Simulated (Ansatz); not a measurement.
Ge (P4₃2₁2, No. 96, 12 atoms in the cell; start mp-137; another form than the element's usual one) was calculated with PBEsol (Ansatz, a program for electronic structure, PAW).

Numerical settings: plane-wave cutoff 500 eV, 8×8×6 k mesh (along the axes of the cell as run), gaussian smearing 0.02 eV, scalar-relativistic PAW data made under PBE.

Cell (relaxed at this level):

```xyz
12
Lattice="5.9275 0.0000 0.0000 0.0000 5.9275 0.0000 0.0000 0.0000 6.9598" Properties=species:S:1:pos:R:3 pbc="T T T"
Ge     0.5275     0.5275     0.0000
Ge     2.4363     3.4912     5.2198
Ge     5.4000     5.4000     3.4799
Ge     3.4912     2.4363     1.7399
Ge     1.0203     2.1909     1.7922
Ge     0.7729     3.9841     7.0120
Ge     4.9072     3.7367     5.2720
Ge     5.1546     1.9434     3.5321
Ge     3.9841     0.7729    -0.0522
Ge     3.7367     4.9072     1.6877
Ge     1.9434     5.1546     3.4277
Ge     2.1909     1.0203     5.1676
```

### Question
Estimate the band gap that the calculation returns.

### Answer

- band gap = 0.54 eV (on the SCF k mesh)

Note: the relaxation could not lower the start's symmetry, so the cell can be a saddle point above a distorted one.

Spin–orbit coupling is not included.

Computed values are for the static lattice.

A start named mp-… is a Materials Project structure, which need not be a measured phase.
